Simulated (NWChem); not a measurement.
Species: NO anion, triplet

```xyz
2

N      0.0000     0.0000    -0.6792
O      0.0000     0.0000     0.5929
```
Atoms are numbered in this order, from 1.

Level: B3LYP/def2-SVPD, spin-unrestricted (NWChem), optimised geometry, unscaled harmonic frequencies. The highest occupied level is positive, so the extra electron may be held by the finite basis. B3LYP is NWChem's, with the RPA form of VWN correlation.

### Question
List the harmonic frequencies with IR intensities, and the thermochemistry.

### Answer
```json
[
 {"frequency (cm⁻¹)": "1447", "IR intensity (km/mol)": "81.8"}
]
```

```json
{
 "zero_point_energy": "2.1 kcal/mol",
 "thermal correction to the enthalpy at 298.15 K (with zero-point energy)": "4.1 kcal/mol",
 "heat capacity Cv": "5.1 cal/(mol K)"
}
```

Rigid rotor and harmonic oscillator.
